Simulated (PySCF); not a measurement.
# C5H7F: the cost of one run

The runs use PySCF 2.14.0, with density-fitted response routines of our own; the level of theory stands in each step. All values are computed, except where a source is named. Atoms are numbered from 0 throughout.

## 1. The molecule as given

13 atoms, charge 0, multiplicity 1; geometry from: GFN2-xTB. The atoms were then displaced at random by about 0.01 Å, so the start is not that level's minimum.

Bonds of the start (Å): C0–C1 1.34, C1–C2 1.51, C2–F3 1.38, C2–C4 1.49, C4–C5 1.31, C0–H6 1.08, C0–H7 1.05, C1–H8 1.10, C2–H9 1.12, C4–H10 1.09, C5–H11 1.06, C5–H12 1.07.

## 2. Optimising the geometry at PBE0-D3(BJ)/def2-SVP

What the job is given:

```
{"job": {"xc": "PBE0", "basis": "def2-SVP", "d3": "d3bj", "grid": 1, "shake": 0.01, "kind": "geom"}, "charge": 0, "multiplicity": 1}
C      2.163840    -0.069000    -0.394020
C      1.191970     0.403720     0.399410
C     -0.080510    -0.348880     0.727860
F      0.024530    -1.626470     0.230260
C     -1.262640     0.382690     0.192830
C     -2.046350    -0.056120    -0.759650
H      3.032770     0.533760    -0.617970
H      2.089790    -1.010280    -0.860810
H      1.255450     1.387940     0.885470
H     -0.150440    -0.458650     1.839750
H     -1.432960     1.347280     0.679280
H     -2.881110     0.505140    -1.104270
H     -1.898540    -1.008000    -1.228460
```

Launch:

```console
$ OMP_NUM_THREADS=1 python probes_run.py task.json out
```

This one command runs all jobs of the session in turn.

**Question.** How long does this first job take on 1 thread of Arm Neoverse V2, shared host, and how much memory does it need?

About 30 s, with a peak of 0.51 GiB.
